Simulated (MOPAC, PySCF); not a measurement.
CHN, SMILES `N#C`, neutral singlet in the gas phase. 

Cartesian coordinates (Å):
SMILES: C#N
```xyz
3

C     -0.0256     0.0000     0.0000
N      1.1200     0.0015     0.0000
H     -1.0943    -0.0015     0.0000
```
Charge 0, multiplicity 1.

All levels are single points at this geometry (PBE0-D4/def2-TZVP); Pople sets use spherical d functions. Orbital energies aren't observables, and empty levels follow the basis.

```tsv
level	HOMO (eV)	LUMO (eV)	gap (eV)	dipole (D)	vertical IE, Delta-SCF (eV)
PBE0-D4/def2-TZVP in PySCF	-10.43	0.32	10.75	3.03	13.65
B3LYP/6-311+G** in PySCF	-10.22	-0.22	10.00	3.06	–
B3LYP/6-31G* in PySCF	-9.83	0.68	10.51	2.90	13.62
PM3 in MOPAC	-12.59	1.54	14.13	2.68	–
PM6 in MOPAC	-13.08	1.05	14.13	2.67	–
PM7 in MOPAC	-13.74	0.99	14.73	2.81	–
```
